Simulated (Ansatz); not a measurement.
Input file for HOP, SMILES `O=P`:

```yaml
crystal:
  periodic: [false, false, false]
  atoms:
    - {symbol: O, position_ang: [0.792451, 0.743868, 0.517276]}
    - {symbol: P, position_ang: [0.235298, -0.550300, 0.069725]}
    - {symbol: H, position_ang: [-1.027750, -0.193568, -0.587012]}
basis:
  gaussian: {orbitals: def2-SVP}
correlation: {method: ccsd_t}
```

```sh
$ ansatz run in.yaml --threads 2 --pin off --events-out ev --progress --plain --max-ram 32768MiB --backend cpu
```

The program prints (abridged):

```
Functional definition: HF
339 factors; integrals over basis functions are off by at most 1.3e-3 eV
mean field evaluation 1: about -11316.1149 eV, gradient 3.7e1 eV
mean field evaluation 2: about -11316.1167 eV, gradient 3.7e1 eV
mean field evaluation 4: about -11319.1177 eV, gradient 2.1e0 eV
mean field evaluation 8: about -11319.1474 eV, gradient 1.2e-1 eV
mean field evaluation 16: about -11319.1395 eV, gradient 7.3e-1 eV
mean field -11319.14751028 eV, -415.9709986089 hartree, gradient 1.6e-6 eV, S^2 0.000000; 0 other end points of the search recorded, 0 dependent functions left out; unrestricted orbitals would lower it
6 core orbitals not correlated: weight in the atoms' cores, before any rotation towards them, 1.000 or more for the frozen orbitals, at most 0.000 for the correlated occupied ones
reference -11319.14751028 eV, -415.9709986089 hartree; 6, 6 occupied and 25, 25 virtual orbitals, 339 factors
second order -8.21343885 eV of doubles, -0.00000000 eV of singles
cycle   1  -8.19740935 eV  change    1.6e-2 eV  update   1.1e-1
cycle   2  -8.52563903 eV  change   -3.3e-1 eV  update   3.7e-2
cycle   3  -8.64072039 eV  change   -1.2e-1 eV  update   2.0e-2
cycle   4  -8.63007894 eV  change    1.1e-2 eV  update   4.8e-3
cycle   5  -8.63189975 eV  change   -1.8e-3 eV  update   2.1e-3
cycle   6  -8.63213343 eV  change   -2.3e-4 eV  update   6.1e-4
cycle   7  -8.63179158 eV  change    3.4e-4 eV  update   2.3e-4
cycle   8  -8.63176961 eV  change    2.2e-5 eV  update   8.6e-5
cycle   9  -8.63177234 eV  change   -2.7e-6 eV  update   2.9e-5
cycle  10  -8.63176482 eV  change    7.5e-6 eV  update   1.1e-5
perturbative correction -0.29621859 eV, -0.0108858326 hartree
Total energy: -11328.07549369 eV, -416.2990959478 hartree
```

Run time 0.4 s (2 threads of an AMD EPYC 7R13 on a shared host); peak host memory 0.2 GiB.

The correlation energy is -8.928 eV, 3.3 % of it from (T); the T1 diagnostic reads 0.0214.
